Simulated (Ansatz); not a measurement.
Basis-set extrapolation for C$_{3}$H$_{5}$FO$_{2}$ (`O/C=C(/O)CF`) (PBE0-D4/def2-TZVP geometry, frozen core, Ansatz 0.2.0). Multiplicity 1, RHF reference.

|  | def2-TZVPP | def2-QZVPP |
| --- | --- | --- |
| HF | -365.792410 | -365.808891 |
| MP2 correlation | -1.210624 | -1.305952 |
| CCSD(T) correlation | -1.282953 | not run |

Energies in hartree. Use E(X) = E(∞) + A·exp(−7.88·√X) for Hartree–Fock and E(X) = E(∞) + B·X^(−2.97) for correlation, with X = 3 and 4, and add CCSD(T) minus MP2 of the smaller set to the MP2 limit.

Problem. What is the CCSD(T) energy at the basis-set limit?

Solution. HF limit: -365.808891 + (-0.016481) × 0.13774 = -365.81116. MP2 limit: -1.305952 + (-0.095328) × 0.74074 = -1.37657. Higher-order term: -1.282953 − (-1.210624) = -0.07233. Total: -367.26006 hartree, 484.9 kJ/mol below CCSD(T)/def2-TZVPP.
